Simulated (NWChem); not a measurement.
Total energies of C2H3

```
C
C 1 1.3184
H 2 1.0982 1 138.73
H 1 1.1064 2 122.22 3 180.00
H 1 1.1119 4 115.68 2 180.00
```
Charge 0, spin multiplicity 2.

All runs are NWChem calculations. All single points use one geometry, from UPBE/def2-SVP, a minimum by its harmonic frequencies.

Basis set: cc-pVDZ (43 functions).

```csv
method,total energy (Ha)
UHF,-77.39730
UMP2,-77.62699
UB2PLYP,-77.81125
UPBE,-77.79210
UB3LYP,-77.90664
UBP86,-77.90054
```

Total energies of different functionals aren't comparable as a measure of quality: only differences taken within one method are. 

The correlated methods keep 2 core orbitals frozen. B3LYP has NWChem's definition, with VWN1-RPA local correlation. The structure started from a generated list of species. The unpaired electrons of the parent sit in orbitals of symmetry a' (Cs labels of the run); other states weren't searched. The stability of the SCF solutions was not checked. Open-shell Hartree-Fock references start from PBE0 orbitals.
